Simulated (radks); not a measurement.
# F²⁺ in [He] 2s2 2p2.5 3d0.5: an all-electron calculation

Wanted: eigenvalues, radial structure and energy terms of the fluorine ion F2+.

Program: radks (a radial shooting solver on a logarithmic mesh, Libxc functionals) version 1. Level of theory: scalar-relativistic Kohn-Sham, PBE, spin-unpolarised, spherical densities, finite nucleus. These are calculated values, not measurements, unless marked.

### Step 1. Starting point

| Property | Result |
| --- | --- |
| element | fluorine (Z = 9) |
| charge | +2 |
| electrons | 7 |
| configuration | [He] 2s2 2p2.5 3d0.5 |
| nuclear rms radius | 2.8976 fm |

### Step 2. The calculation

Settings of this run:

```text
Z 9
configuration [He] 2s2 2p2.5 3d0.5
relativity scalar-relativistic
functional pbe,pbe
spin unpolarised
nucleus finite rms 2.8976 fm
c 137.035999084
```

Launch:

```
$ python run_ks.py task.json out
```

This one command runs every case of the session in turn.

Q: Predict the outcome of this run.

**Answer**, as computed:

```
                        quantity                value
                    total energy    -96.82262 hartree
exchange-correlation share of it               9.09 %
                            −T/E               0.9999
          highest occupied level        3d, -9.937 eV
    most extended occupied level  3d, <r> = 3.54 bohr
 radius at density 0.001 e/bohr³            3.38 bohr
    maxima of the radial density                    2
```

The radial density shows 2 maxima for 3 occupied principal shells; where shells overlap, one shows as a shoulder or not at all. This is not the tabulated ground configuration, so its levels and sizes aren't those of the ground state, and no measured value stands beside it.
